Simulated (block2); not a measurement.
# H2S2 (SMILES SS) at DMRG/STO-3G

Aim: the vertical ionisation energy of H2S2 at DMRG/STO-3G, from 2 runs. 

The results are computed with block2 0.5.4.

2 further runs of the same task are left out: 2 that didn't finish.

### 1 The structure to begin with

H2S2 has 4 atoms, charge 0, and is taken as a singlet. SMILES: `SS`. Geometry: relaxed at GFN2-xTB.

Bond lengths: S1–S2 2.046 Å, S1–H3 1.341 Å, S2–H4 1.341 Å. Angles: S1–S2–H4 98.2°, S2–S1–H3 98.1°.

### 2 The energy at DMRG/STO-3G

Input file make_fcidump.py:

```python
from pyscf import ao2mo, cc, dft, gto, mcscf, mp, scf
from pyscf.tools import fcidump

mol = gto.M(atom="""
S      0.766910    -0.797130     0.143430
S      0.033670     1.111880     0.078440
H     -0.206390    -1.349250     0.881770
H     -0.594200     1.034510    -1.103650
""", basis="sto-3g", verbose=3)
print("basis functions: %d" % (mol.nao))
mf = scf.RHF(mol)
mf.conv_tol = 1e-10
mf.max_cycle = 200
mf.kernel()
if not mf.converged:
    mf = mf.newton().run(mf.mo_coeff, mf.mo_occ)
print(f"reference energy: {mf.e_tot:.10f}")
# MP2, CCSD and CCSD(T) with the same frozen core
ref = mf
pt = mp.MP2(ref, frozen=10).run()
mycc = cc.CCSD(ref, frozen=10)
mycc.max_cycle = 150
mycc.kernel()
print("E(MP2): %.10f" % (pt.e_tot))
if mycc.converged:
    print("E(CCSD): %.10f" % (mycc.e_tot))
    print(f"CCSD(T) total energy: {mycc.e_tot + mycc.ccsd_t():.10f}")
    print(f"T1: {mycc.get_t1_diagnostic():.4f}")
# a few density functionals on the same geometry and basis
ks = dft.RKS(mol, xc="pbe0").set(conv_tol=1e-9, verbose=3).run()
if ks.converged:
    print("E(PBE0): %.8f" % (ks.e_tot))
ks = dft.RKS(mol, xc="r2scan").set(conv_tol=1e-9, verbose=3).run()
if ks.converged:
    print(f"E(r2SCAN): {ks.e_tot:.8f}")
ks = dft.RKS(mol, xc="bhandhlyp").set(conv_tol=1e-9, verbose=3).run()
if ks.converged:
    print(f"E(BHLYP): {ks.e_tot:.8f}")
ks = dft.RKS(mol, xc="tpss").set(conv_tol=1e-9, verbose=3).run()
if ks.converged:
    print(f"E(TPSS): {ks.e_tot:.8f}")
# rotate to MP2 natural orbitals
occ_no, mo = mcscf.addons.make_natural_orbitals(mp.MP2(mf, frozen=10).run())
mf.mo_coeff = mo
# FCIDUMP for the DMRG program
cas = mcscf.CASCI(mf, 10, 14)
h1, ecore = cas.get_h1eff()
fcidump.from_integrals("FCIDUMP", h1, cas.get_h2eff(), 10, 14, nuc=ecore, ms=0)
# FCI check
ci = mcscf.CASCI(mf, 10, (7, 7))
ci.fix_spin_(ss=0)
ci.fcisolver.conv_tol = 1e-10
ci.fcisolver.max_cycle = 200
ci.kernel()
print(f"exact diagonalisation: {ci.e_tot:.10f}")
```

Input file input.conf:

```
sym c1
orbitals FCIDUMP
nelec 14
spin 0
irrep 1
occ 2 2 2 2 2 2 2 0 0 0
cbias 0.2
schedule
0 50 1E-08 1E-04
2 75 1E-08 1E-04
6 100 1E-08 1E-05
10 100 1E-09 0.0
end
maxiter 16
sweep_tol 1E-06
fiedler
mem 1g
num_thrds 1
prefix ./tmp
outputlevel 2
onepdm
```

The run is started by

```bash
$ python make_fcidump.py && block2main input.conf
```

Log:

```text
$ python make_fcidump.py
[... 9 lines left out ...]
CCSD(T) total energy: -787.5594080722
[... 104 lines left out ...]
 <-- Site =    0-   1 .. Mmps =   12 Ndav =   1 E =   -787.5595092077 Error = 6.96e-18 FLOPS = 2.03e+08 Tdav = 0.00 T = 0.01
[... 49 lines left out ...]
 --> Site =    4-   5 .. Mmps =   75 Ndav =   3 E =   -787.5595285113 Error = 1.14e-06 FLOPS = 2.00e+09 Tdav = 0.03 T = 0.10
[... 49 lines left out ...]
 <-- Site =    8-   9 .. Mmps =    3 Ndav =   1 E =   -787.5595289799 Error = 0.00e+00 FLOPS = 2.81e+08 Tdav = 0.00 T = 0.02
[... 40 lines left out ...]
 <-- Site =    3-   4 .. Mmps =  100 Ndav =   1 E =   -787.5595290462 Error = 4.63e-09 FLOPS = 1.43e+09 Tdav = 0.01 T = 0.14
[... 62 lines left out ...]
 <-- Site =    5-   6 .. Nterms =            9 Error =  0.000000000000/ 0.000000000000 FLOPS = 6.73e+08 Tmult = 0.00 T = 0.02
 <-- Site =    4-   5 .. Nterms =           11 Error =  0.000000000000/ 0.000000000000 FLOPS = 1.83e+08 Tmult = 0.01 T = 0.04
 <-- Site =    3-   4 .. Nterms =           13 Error =  0.000000000000/ 0.000000000000 FLOPS = 4.88e+08 Tmult = 0.00 T = 0.02
 <-- Site =    2-   3 .. Nterms =           15 Error =  0.000000000000/ 0.000000000000 FLOPS = 2.26e+08 Tmult = 0.00 T = 0.03
 <-- Site =    1-   2 .. Nterms =           17 Error =  0.000000000000/ 0.000000000000 FLOPS = 3.61e+08 Tmult = 0.00 T = 0.05
 <-- Site =    0-   1 .. Nterms =           19 Error =  0.000000000000/ 0.000000000000 FLOPS = 1.01e+07 Tmult = 0.00 T = 0.03
[... 7 lines left out ...]
NPDM Sorting | Nsites =    10 | Nmaxops =  2 | DotSite = 2 | SymbolFree = T | Compressed = T | LowMem = F | Mem = 800 B
 Site =     0 ..  T = 0.000
 Site =     1 ..  T = 0.000
 Site =     2 ..  T = 0.000
 Site =     3 ..  T = 0.000
 Site =     4 ..  T = 0.000
 Site =     5 ..  T = 0.000
 Site =     6 ..  T = 0.000
 Site =     7 ..  T = 0.000
 Site =     8 ..  T = 0.000
Ttotal =      0.000

DMRG OCC =   1.998 1.997 1.997 1.995 1.970 1.969 1.959 0.047 0.034 0.034
```

Wall time 21 s (1 thread of Intel Xeon at 2.50GHz (Skylake/Cascade Lake), shared host); peak memory 0.19 GiB.

### 3 The doublet cation: the energy at DMRG/STO-3G

Input file integrals.py:

```python
from pyscf import ao2mo, cc, dft, gto, mcscf, mp, scf
from pyscf.tools import fcidump

mol = gto.M(atom=[
    ("S", (0.766910, -0.797130, 0.143430)),
    ("S", (0.033670, 1.111880, 0.078440)),
    ("H", (-0.206390, -1.349250, 0.881770)),
    ("H", (-0.594200, 1.034510, -1.103650)),
], basis="sto-3g", charge=1, spin=1, verbose=3, max_memory=2000)
print("basis functions = %d" % (mol.nao))
mf = scf.ROHF(mol)
mf.conv_tol = 1e-10
mf.max_cycle = 200
mf.kernel()
if not mf.converged:
    mf = mf.newton().run(mf.mo_coeff, mf.mo_occ)
print(f"E(HF) = {mf.e_tot:.10f}")
ref = scf.UHF(mol).run(mf.make_rdm1(), conv_tol=1e-10)
pt = mp.MP2(ref, frozen=10).run()
mycc = cc.CCSD(ref, frozen=10)
mycc.max_cycle = 150
mycc.kernel()
print("E(MP2) = %.10f" % (pt.e_tot))
if mycc.converged:
    print(f"E(CCSD) = {mycc.e_tot:.10f}")
    print("E(CCSD(T)) = %.10f" % (mycc.e_tot + mycc.ccsd_t()))
ks = dft.UKS(mol, xc="pbe0").set(conv_tol=1e-9, verbose=3).run(mf.make_rdm1())
if ks.converged:
    print(f"E(PBE0) = {ks.e_tot:.8f}")
ks = dft.UKS(mol, xc="r2scan").set(conv_tol=1e-9, verbose=3).run(mf.make_rdm1())
if ks.converged:
    print("E(r2SCAN) = %.8f" % (ks.e_tot))
ks = dft.UKS(mol, xc="bhandhlyp").set(conv_tol=1e-9, verbose=3).run(mf.make_rdm1())
if ks.converged:
    print(f"E(BHLYP) = {ks.e_tot:.8f}")
ks = dft.UKS(mol, xc="tpss").set(conv_tol=1e-9, verbose=3).run(mf.make_rdm1())
if ks.converged:
    print("E(TPSS) = %.8f" % (ks.e_tot))
occ_no, mo = mcscf.addons.make_natural_orbitals(mp.MP2(mf.to_uhf(), frozen=10).run())
mf.mo_coeff = mo
cas = mcscf.CASCI(mf, 10, 13)
h1, ecore = cas.get_h1eff()
fcidump.from_integrals("FCIDUMP", h1, cas.get_h2eff(), 10, 13, nuc=ecore, ms=1)
ci = mcscf.CASCI(mf, 10, (7, 6))
ci.fix_spin_(ss=0.75)
ci.fcisolver.conv_tol = 1e-10
ci.fcisolver.max_cycle = 200
ci.kernel()
print(f"FCI energy = {ci.e_tot:.10f}")
```

Input file block.conf:

```
sym c1
orbitals FCIDUMP
nelec 13
spin 1
irrep 1
occ 2 2 2 2 2 2 1 0 0 0
cbias 0.3
schedule
0 50 1E-08 1E-04
4 100 1E-08 1E-05
6 100 1E-09 0.0
end
maxiter 12
sweep_tol 1E-07
gaopt default
mem 2g
num_thrds 1
prefix ./tmp
outputlevel 1
onepdm
```

The run is started by

```bash
$ python integrals.py && block2main block.conf
```

Log:

```text
$ python integrals.py
[... 3 lines left out ...]
converged SCF energy = -787.232370987184  <S^2> = 0.75143743  2S+1 = 2.0014369
[... 9 lines left out ...]
converged SCF energy = -788.44408541892  <S^2> = 0.75036445  2S+1 = 2.0003644
[... 3 lines left out ...]
converged SCF energy = -788.517242564781  <S^2> = 0.75024224  2S+1 = 2.0002422
[... 40 lines left out ...]
integral sym error =            0
[... 43 lines left out ...]
DMRG Energy = -787.333569113190379
[... 15 lines left out ...]
Expectation | Direction = backward | BRA bond dimension =  100 | KET bond dimension =  100
Time elapsed =      0.167
NPDM Sorting | Nsites =    10 | Nmaxops =  2 | DotSite = 2 | SymbolFree = T | Compressed = T | LowMem = F | Mem = 800 B
Ttotal =      0.000

DMRG OCC =   1.997 1.992 1.970 1.966 1.945 1.926 1.053 0.083 0.034 0.033
```

Wall time 34 s (1 thread of Intel Xeon at 2.50GHz (Skylake/Cascade Lake), shared host); peak memory 0.2 GiB.

### 4 Summary of results

Level: DMRG/STO-3G, 10 core orbitals frozen.

| quantity | value |
| --- | --- |
| run 1, DMRG/STO-3G: total energy | -787.55953 Eh |
| run 1, DMRG/STO-3G: T1 diagnostic of the CCSD step | 0.006 |
| doublet cation: total energy | -787.33357 Eh |
| vertical ionisation energy (to the doublet cation) | 6.149 eV |

What this shows: The vertical ionisation energy comes to 6.15 eV (142 kcal/mol). In a minimal basis such a difference can be off by several eV, whatever the method.
